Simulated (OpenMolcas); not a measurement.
# AlHClF (SMILES [F][AlH][Cl]), step by step

Wanted: a single-point energy (HF/STO-3G), then the energy (CASSCF(2,2)/STO-3G), then the energy (CASPT2(2,2)/STO-3G), then a single-point energy (SC-NEVPT2(2,2)/STO-3G), then a single-point energy (MRCI(2,2)/STO-3G) of AlHClF. 

The calculation is run with OpenMolcas 26.06.

1 further run of the same task is left out (it didn't finish).

## 1. The system as given

The species is AlHClF (4 atoms), meant as a singlet with charge 0. As SMILES, `[F][AlH][Cl]`. The shape comes from GFN2-xTB, which is rough for such elements, and wasn't checked as a minimum.

Bond lengths: F1–Al2 1.649 Å, Al2–Cl3 2.017 Å, Al2–H4 1.507 Å. Angles: F1–Al2–Cl3 122.7°, F1–Al2–H4 112.7°, Cl3–Al2–H4 124.6°.

## 2. A single-point energy at HF/STO-3G (run 1)

File mol.xyz:

```xyz
4

F      0.511540    -0.961280     1.247950
Al     0.062570     0.041320     0.018420
Cl    -1.614690    -0.246020    -1.063620
H      1.040570     1.165980    -0.202740
```

File step1.input:

```
>>> EXPORT MOLCAS_PRINT=2

&GATEWAY
 BasLib
 $CurrDir
 Coord
 mol.xyz
 Basis
 STO-3G
 Group
 NoSym

&SEWARD

&SCF
 PrOrbitals
 1 1
```

The basis set STO-3G is read from a file made from the Basis Set Exchange's data (not shown).

Run with:

```bash
export MOLCAS_MEM=1860
pymolcas step1.input > step1.log
```

The program printed:

```text
--- Start Module: gateway ---
[...]
--- Stop Module: gateway /rc=_RC_ALL_IS_WELL_ ---
--- Start Module: seward ---
[...]
      Basis functions           24
--- Stop Module: seward /rc=_RC_ALL_IS_WELL_ ---
--- Start Module: scf ---
[...]
       Convergence after   9 Iterations
[...]
::    Total SCF energy                               -792.3401280898
[...]
      Total spin, S                                     0.0000000000
[...]
      Total electronic charge=   40.000000
      Total            charge=   -0.000000
[...]
      Dipole Moment (debye):
      Origin of the operator (angstrom)=   -0.5370   -0.2999   -0.1610
                   X=  1.6233E+00               Y=  7.8531E-01               Z=  6.4185E-01           Total=  1.9141E+00
      Quadrupole Moment (debye*angstrom):
[...]
--- Stop Module: scf /rc=_RC_ALL_IS_WELL_ ---
[...]
```

It took 1.6 s on 1 thread of Arm Neoverse V1, shared host; peak memory 0.37 GiB.

## 3. A single-point energy at CASSCF(2,2)/STO-3G (run 2)

mol.xyz is that of step 2.

File step2.input:

```
&GATEWAY
  BasLib
  $CurrDir
  Coord
  mol.xyz
  Basis
  STO-3G
  Group
  NoSym

&SEWARD

&RASSCF
  FileOrb
  $CurrDir/step1.ScfOrb
  Spin
  1
  Nactel
  2 0 0
  Inactive
  19
  Ras2
  2
  OrbListing
  Nothing
```

The basis set STO-3G is read from a file made from the Basis Set Exchange's data (not shown).

Run with:

```bash
export MOLCAS_MEM=1860
pymolcas step2.input > step2.log
```

The program printed:

```text
--- Start Module: gateway ---
[...]
--- Stop Module: gateway /rc=_RC_ALL_IS_WELL_ ---
--- Start Module: seward ---
[...]
      Basis functions           24
--- Stop Module: seward /rc=_RC_ALL_IS_WELL_ ---
--- Start Module: rasscf ---
[...]
      Number of active orbitals                  2
[...]
      Spin quantum number                      0.0
[...]
      Active orbitals                            2
[...]
      Number of CSFs                             3
[...]
      Number of root(s) required                 1
[...]
      Convergence after 14 iterations
[...]
      printout of CI-coefficients larger than  0.05 for root  1
      energy=    -792.356007
      conf/sym  11     Coeff  Weight
             1  20   0.99356 0.98716
             3  02  -0.11330 0.01284
      Natural orbitals and occupation numbers for root  1
      sym 1:   1.974327   0.025673
      ************************************************************************************************************************
      *                                                    Final results                                                     *
[...]
::    RASSCF root number  1 Total energy:   -792.35600704
[...]
      Total electronic charge=   40.000000
      Total            charge=   -0.000000
[...]
      Dipole Moment (debye):
      Origin of the operator (angstrom)=   -0.5370   -0.2999   -0.1610
                   X=  1.7266E+00               Y=  8.7004E-01               Z=  6.4781E-01           Total=  2.0391E+00
      Quadrupole Moment (debye*angstrom):
[...]
--- Stop Module: rasscf /rc=_RC_ALL_IS_WELL_ ---
[...]
```

Run time: 1.8 s. Hardware: 1 thread of Arm Neoverse V1, shared host; peak memory 0.37 GiB.

## 4. A single-point energy at CASPT2(2,2)/STO-3G (run 3)

mol.xyz is that of step 3.

File step3.inp:

```
&GATEWAY
BASLIB=$CurrDir
COORD=mol.xyz
BASIS=STO-3G
GROUP=NoSym
&SEWARD
&RASSCF
FILEORB=$CurrDir/step2.RasOrb
SPIN=1
NACTEL=2 0 0
INACTIVE=19
RAS2=2
ORBLISTING=Nothing
&CASPT2
IMAGINARY=0.1
FROZEN=11
```

The basis set STO-3G is read from a file made from the Basis Set Exchange's data (not shown).

Run with:

```bash
export MOLCAS_MEM=1860
pymolcas step3.inp > step3.log
```

The program printed:

```text
--- Start Module: gateway ---
[...]
--- Stop Module: gateway /rc=_RC_ALL_IS_WELL_ ---
[...]
      Basis functions           24
[...]
--- Start Module: rasscf ---
[...]
      Number of active orbitals                  2
[...]
      Spin quantum number                      0.0
[...]
      Active orbitals                            2
[...]
      Number of CSFs                             3
[...]
      Number of root(s) required                 1
[...]
      Convergence after  4 iterations
[...]
      printout of CI-coefficients larger than  0.05 for root  1
      energy=    -792.356007
      conf/sym  11     Coeff  Weight
             1  20   0.99356 0.98716
             3  02  -0.11330 0.01284
      Natural orbitals and occupation numbers for root  1
      sym 1:   1.974327   0.025673
      ************************************************************************************************************************
      *                                                    Final results                                                     *
[...]
::    RASSCF root number  1 Total energy:   -792.35600704
[...]
      Total electronic charge=   40.000000
      Total            charge=   -0.000000
[...]
      Dipole Moment (debye):
      Origin of the operator (angstrom)=   -0.5370   -0.2999   -0.1610
                   X=  1.7266E+00               Y=  8.7003E-01               Z=  6.4781E-01           Total=  2.0391E+00
      Quadrupole Moment (debye*angstrom):
[...]
--- Stop Module: rasscf /rc=_RC_ALL_IS_WELL_ ---
--- Start Module: caspt2 ---
[...]
      E2 (Variational):          -0.0361552399
      Total energy:            -792.3921622793
[...]
      Reference weight:           0.98134
[...]
::    CASPT2 Root  1     Total energy:   -792.39216228
[...]
--- Stop Module: caspt2 /rc=_RC_ALL_IS_WELL_ ---
[...]
```

Run time: 1.7 s. Hardware: 1 thread of Arm Neoverse V1, shared host; peak memory 0.37 GiB.

## 5. A single-point energy at SC-NEVPT2(2,2)/STO-3G (run 4)

mol.xyz is that of step 4.

File step4.inp:

```
* AlClFH NEVPT2
>>> EXPORT MOLCAS_PRINT=2

&GATEWAY
  BasLib=$CurrDir
  Coord=mol.xyz
  Basis=STO-3G
  Group=NoSym

&SEWARD

&RASSCF
  FileOrb=$CurrDir/step2.RasOrb
  Spin=1
  Nactel=2 0 0
  Inactive=19
  Ras2=2
  OrbListing=Nothing

&CASPT2
  SC-NEVPT2
  Frozen=11
```

The basis set STO-3G is read from a file made from the Basis Set Exchange's data (not shown).

Run with:

```bash
export MOLCAS_MEM=1860
pymolcas step4.inp > step4.log
```

The program printed:

```text
--- Start Module: gateway ---
[...]
--- Stop Module: gateway /rc=_RC_ALL_IS_WELL_ ---
[...]
      Basis functions           24
[...]
--- Start Module: rasscf ---
[...]
      Number of active orbitals                  2
[...]
      Spin quantum number                      0.0
[...]
      Active orbitals                            2
[...]
      Number of CSFs                             3
[...]
      Number of root(s) required                 1
[...]
      Convergence after  4 iterations
[...]
      printout of CI-coefficients larger than  0.05 for root  1
      energy=    -792.356007
      conf/sym  11     Coeff  Weight
             1  20   0.99356 0.98716
             3  02  -0.11330 0.01284
      Natural orbitals and occupation numbers for root  1
      sym 1:   1.974327   0.025673
      ************************************************************************************************************************
      *                                                    Final results                                                     *
[...]
::    RASSCF root number  1 Total energy:   -792.35600704
[...]
      Total electronic charge=   40.000000
      Total            charge=   -0.000000
[...]
      Dipole Moment (debye):
      Origin of the operator (angstrom)=   -0.5370   -0.2999   -0.1610
                   X=  1.7266E+00               Y=  8.7003E-01               Z=  6.4781E-01           Total=  2.0391E+00
      Quadrupole Moment (debye*angstrom):
[...]
--- Stop Module: rasscf /rc=_RC_ALL_IS_WELL_ ---
--- Start Module: caspt2 ---
[...]
      E2 (Variational):          -0.0349089977
[...]
      E2 (Variational):          -0.0349055177
      Total energy:            -792.3909125571
[...]
      Reference weight:           0.98256
[...]
::    SC-NEVPT2 Root  1     Total energy:   -792.39091256
[...]
--- Stop Module: caspt2 /rc=_RC_ALL_IS_WELL_ ---
[...]
```

It took 1.7 s on 1 thread of Arm Neoverse V1, shared host; peak memory 0.37 GiB.

## 6. The energy at MRCI(2,2)/STO-3G (run 5)

mol.xyz is that of step 5.

File step5.inp:

```
* AlClFH MRCI
&GATEWAY
BASLIB = $CurrDir
COORD = mol.xyz
BASIS = STO-3G
GROUP = NoSym
&SEWARD
&RASSCF
FILEORB = $CurrDir/step2.RasOrb
SPIN = 1
NACTEL = 2 0 0
INACTIVE = 19
RAS2 = 2
ORBLISTING = Nothing
&MOTRA
LUMORB
FROZEN = 11
&GUGA
ELECTRONS = 18
SPIN = 1
INACTIVE = 8
ACTIVE = 2
CIALL = 1
&MRCI
SDCI
```

The basis set STO-3G is read from a file made from the Basis Set Exchange's data (not shown).

Run with:

```bash
export MOLCAS_MEM=1860
pymolcas step5.inp > step5.log
```

The program printed:

```text
--- Start Module: gateway ---
[...]
--- Stop Module: gateway /rc=_RC_ALL_IS_WELL_ ---
[...]
      Basis functions           24
[...]
      Number of active orbitals                  2
[...]
      Spin quantum number                      0.0
[...]
      Active orbitals                            2
[...]
      Number of CSFs                             3
[...]
      Number of root(s) required                 1
[...]
      Convergence after  4 iterations
[...]
      printout of CI-coefficients larger than  0.05 for root  1
      energy=    -792.356007
      conf/sym  11     Coeff  Weight
             1  20   0.99356 0.98716
             3  02  -0.11330 0.01284
      Natural orbitals and occupation numbers for root  1
      sym 1:   1.974327   0.025673
      ************************************************************************************************************************
      *                                                    Final results                                                     *
[...]
::    RASSCF root number  1 Total energy:   -792.35600704
[...]
      Dipole Moment (debye):
      Origin of the operator (angstrom)=   -0.5370   -0.2999   -0.1610
                   X=  1.7266E+00               Y=  8.7003E-01               Z=  6.4781E-01           Total=  2.0391E+00
      Quadrupole Moment (debye*angstrom):
[...]
--- Start Module: guga ---
[...]
--- Stop Module: guga /rc=_RC_ALL_IS_WELL_ ---
[...]
       (But an ACPF correction will be computed)
       USE THE DEFAULT ACPF G-VALUE GFAC=  0.11111111111111110
[...]
                      CI ENERGY:  -792.39942995
[...]
                ACPF CORRECTION:    -0.00133497
[...]
      Total electronic charge=   40.000000
      Total            charge=    0.000000
[...]
     ACPF CORRECTION:     -0.00133497
[...]
  CI State   1     Total energy:   -792.39942995     QDav:     -0.00150763     QACPF:     -0.00133497
[...]
```

It took 1.9 s on 1 thread of Arm Neoverse V1, shared host; peak memory 0.37 GiB.

## 7. Results

| quantity | value |
| --- | --- |
| run 1, HF/STO-3G: total energy | -792.34013 Eh |
| run 1, HF/STO-3G: dipole moment | 1.91 D |
| run 1, HF/STO-3G: HOMO energy | -9.96 eV |
| run 1, HF/STO-3G: LUMO energy | 8.31 eV |
| run 1, HF/STO-3G: HOMO–LUMO gap | 18.26 eV |
| run 2, CASSCF(2,2)/STO-3G: total energy | -792.35601 Eh |
| run 2, CASSCF(2,2)/STO-3G: dipole moment (CASSCF density) | 2.04 D |
| run 3, CASPT2(2,2)/STO-3G: total energy | -792.39216 Eh |
| run 3, CASPT2(2,2)/STO-3G: dipole moment (CASSCF density) | 2.04 D |
| run 4, SC-NEVPT2(2,2)/STO-3G: total energy | -792.39091 Eh |
| run 4, SC-NEVPT2(2,2)/STO-3G: dipole moment (CASSCF density) | 2.04 D |
| run 5, MRCI(2,2)/STO-3G: total energy | -792.39943 Eh |
| run 5, MRCI(2,2)/STO-3G: dipole moment (CASSCF density) | 2.04 D |

**Reading.** Mulliken charges (run 3, CASPT2(2,2)/STO-3G) of the CASSCF density run from -0.50 on Cl3 to +1.08 on Al2; they depend strongly on the basis. Mulliken charges (run 4, SC-NEVPT2(2,2)/STO-3G) of the CASSCF density run from -0.50 on Cl3 to +1.08 on Al2; they depend strongly on the basis. Mulliken charges (run 5, MRCI(2,2)/STO-3G) of the CASSCF density run from -0.50 on Cl3 to +1.08 on Al2.
